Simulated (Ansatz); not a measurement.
Steps of a relaxation of CH5BSi, SMILES `B1C[SiH2]1` with RKS PBE0-D4/def2-TZVP.

```sh
$ ansatz run in.yaml --threads 2 --pin off --events-out ev --progress --plain --max-ram 4352MiB
```

```yaml
crystal:
  periodic: [false, false, false]
  atoms:
    - {symbol: B, position_ang: [-1.002288, 0.263376, -0.554522]}
    - {symbol: C, position_ang: [-0.050227, 0.898757, 0.404141]}
    - {symbol: Si, position_ang: [0.283461, -1.101644, -0.137491]}
    - {symbol: H, position_ang: [-1.547206, 0.669068, -1.553511]}
    - {symbol: H, position_ang: [0.123035, 0.566522, 1.446494]}
    - {symbol: H, position_ang: [0.398879, 1.896454, 0.228779]}
    - {symbol: H, position_ang: [0.537961, -1.698771, 1.214441]}
    - {symbol: H, position_ang: [1.348585, -1.550962, -1.104130]}
basis:
  gaussian: {orbitals: def2-TZVP}
hamiltonian: {xc: pbe0, dispersion: d4}
relax: {f_tol: 0.005, max_steps: 150}
```

Positions (Å) and forces (eV/Å) along the path, 9 of 9 steps:

```xyz
8
step=1 energy=-9665.4575 eV
B    -1.002    0.263   -0.555    0.221    0.106   -0.064
C    -0.050    0.899    0.404    0.100    0.022    0.032
Si    0.283   -1.102   -0.137    0.136    0.254    0.133
H    -1.547    0.669   -1.554    0.223   -0.144    0.418
H     0.123    0.567    1.446   -0.096    0.119   -0.500
H     0.399    1.896    0.229   -0.249   -0.560    0.089
H     0.538   -1.699    1.214   -0.084    0.123   -0.307
H     1.349   -1.551   -1.104   -0.250    0.079    0.200
8
step=2 energy=-9665.4879 eV
B    -0.996    0.261   -0.551    0.089   -0.049   -0.027
C    -0.050    0.895    0.400    0.080   -0.076   -0.035
Si    0.293   -1.087   -0.133   -0.034    0.224    0.059
H    -1.534    0.665   -1.536    0.054   -0.026    0.124
H     0.122    0.562    1.430   -0.030    0.029   -0.126
H     0.392    1.881    0.227   -0.073   -0.158    0.032
H     0.528   -1.690    1.204   -0.024    0.032   -0.083
H     1.337   -1.544   -1.096   -0.062    0.024    0.056
8
step=3 energy=-9665.4940 eV
B    -0.995    0.256   -0.551   -0.037   -0.049   -0.043
C    -0.042    0.884    0.393    0.033   -0.031   -0.009
Si    0.295   -1.074   -0.130    0.012    0.077    0.040
H    -1.535    0.666   -1.524   -0.022    0.019   -0.003
H     0.120    0.555    1.421    0.000   -0.001    0.020
H     0.394    1.866    0.224    0.015    0.022    0.002
H     0.519   -1.680    1.200   -0.009   -0.026    0.005
H     1.337   -1.531   -1.088    0.007   -0.010   -0.010
8
step=4 energy=-9665.4928 eV rejected
B    -0.991    0.249   -0.552   -0.112   -0.014   -0.070
C    -0.034    0.888    0.383    0.102   -0.054    0.031
Si    0.319   -1.057   -0.118   -0.048    0.018   -0.084
H    -1.558    0.669   -1.507    0.005   -0.010   -0.019
H     0.111    0.578    1.420    0.008   -0.039    0.054
H     0.400    1.870    0.210    0.015    0.025    0.005
H     0.495   -1.727    1.187    0.018    0.051    0.078
H     1.351   -1.528   -1.080    0.012    0.023    0.005
8
step=5 energy=-9665.4957 eV
B    -0.999    0.252   -0.554   -0.043   -0.007   -0.038
C    -0.034    0.878    0.384    0.049    0.050    0.019
Si    0.309   -1.059   -0.122    0.012   -0.036   -0.017
H    -1.556    0.671   -1.516    0.003   -0.008    0.016
H     0.114    0.559    1.419   -0.010    0.000   -0.004
H     0.405    1.860    0.215   -0.006   -0.010    0.011
H     0.504   -1.697    1.198   -0.002    0.004    0.004
H     1.348   -1.522   -1.081   -0.003    0.007    0.008
8
step=6 energy=-9665.4955 eV rejected
B    -0.998    0.251   -0.553   -0.011    0.025   -0.038
C    -0.026    0.877    0.381   -0.039    0.023    0.014
Si    0.311   -1.061   -0.125    0.024    0.003    0.009
H    -1.561    0.671   -1.510   -0.006   -0.007   -0.001
H     0.107    0.563    1.418    0.020   -0.018    0.017
H     0.406    1.862    0.217    0.014   -0.015   -0.010
H     0.499   -1.696    1.198    0.008   -0.008    0.002
H     1.353   -1.523   -1.081   -0.009   -0.003    0.006
8
step=7 energy=-9665.4958 eV
B    -0.998    0.252   -0.555   -0.002    0.009    0.004
C    -0.031    0.879    0.383   -0.003   -0.002   -0.010
Si    0.310   -1.060   -0.124    0.004   -0.002    0.000
H    -1.559    0.670   -1.514   -0.001   -0.002   -0.001
H     0.112    0.560    1.419   -0.001   -0.004    0.004
H     0.407    1.861    0.217    0.002    0.001    0.001
H     0.502   -1.696    1.198    0.000    0.000    0.002
H     1.351   -1.522   -1.080    0.000    0.000    0.000
8
step=8 energy=-9665.4958 eV rejected
B    -0.999    0.254   -0.555    0.007   -0.015   -0.004
C    -0.030    0.879    0.382   -0.002    0.004   -0.002
Si    0.310   -1.059   -0.124   -0.008    0.000    0.004
H    -1.562    0.668   -1.514   -0.002    0.008    0.001
H     0.110    0.558    1.418    0.002    0.004   -0.001
H     0.410    1.861    0.218    0.001   -0.003    0.004
H     0.502   -1.696    1.199    0.003    0.000   -0.002
H     1.351   -1.522   -1.080    0.000    0.001    0.001
8
step=9 energy=-9665.4959 eV
B    -0.998    0.253   -0.555    0.001   -0.001    0.000
C    -0.031    0.879    0.383    0.000    0.001   -0.002
Si    0.310   -1.060   -0.124   -0.001    0.001    0.001
H    -1.561    0.670   -1.514   -0.001    0.000    0.000
H     0.110    0.559    1.418    0.000   -0.001    0.000
H     0.409    1.861    0.218    0.001    0.000    0.001
H     0.503   -1.696    1.199    0.000    0.000    0.000
H     1.351   -1.522   -1.080    0.000    0.000    0.000
```

Run time 17 s (2 threads of an Arm Neoverse V2 on a shared host); peak host memory 0.21 GiB.
